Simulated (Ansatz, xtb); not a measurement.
BFHSi+: which of two structures lies lower

We compare I, a singlet given by its coordinates, with II, a triplet given by its coordinates. Both are isolated ions in the gas phase, relaxed with B3LYP-D4/def2-TZVP.

I (Å):

```xyz
4

B     0.3095    0.8312    0.1776
F     0.6591    1.3819   -0.9487
Si   -1.8244    0.6228    0.4665
H     1.0967    0.4667    0.9931
```

Close contacts (Å): B1–F2 1.30, B1–Si3 2.16, B1–H4 1.19.

II (Å):

```
atom    x (Å)    y (Å)    z (Å)
   B  -0.5998  -1.0425  -1.9288
   F  -0.3274  -2.1697  -2.3729
  Si  -0.9825   0.5814  -0.9938
   H  -1.3214   1.8140  -1.7350
```

Close contacts (Å): B1–F2 1.24, B1–Si3 1.91, Si3–H4 1.48.

Task: Estimate E(II) − E(I) at the level CCSD(T)/def2-TZVPP.

Result: Calculated at CCSD(T)/def2-TZVPP: E(II) − E(I) = +47.0 kJ/mol, so structure I lies lower.

How the difference moves with the method:

```tsv
level	geometry	E(II) − E(I) (kJ/mol)	departure from the last row (kJ/mol)	job, with rough time for the two
B3LYP-D4/def2-TZVP	B3LYP-D4/def2-TZVP	+39.0	−8.0	optimisation, 1.7 min
HF/def2-TZVPP	B3LYP-D4/def2-TZVP	−4.7	−51.7	part of the CCSD(T) run
MP2/def2-TZVPP	B3LYP-D4/def2-TZVP	+33.6	−13.4	part of the CCSD(T) run
CCSD(T)/def2-TZVPP	B3LYP-D4/def2-TZVP	+47.0		single point, 78 s
```

HF/def2-TZVPP puts the two in the other order. The largest departure from CCSD(T)/def2-TZVPP is that of HF/def2-TZVPP, 51.7 kJ/mol. At CCSD(T)/def2-TZVPP a singlet with the links of II lies below this triplet. Levels run at GFN2-xTB geometries aren't shown.

With harmonic frequencies from B3LYP-D4/def2-TZVP (ideal gas, rigid rotor, one conformer each, 298.15 K, 1 atm): on the last row, ΔE + ΔZPE = +42.6, ΔH = +43.1, ΔG = +42.0 kJ/mol.

Open shells are spin-unrestricted. The correlated steps freeze 7 core orbitals. ΔG holds the spin degeneracy. Codes used: Ansatz 0.2.0; the last row on 1 thread of AMD EPYC (Zen 3) on a shared host.
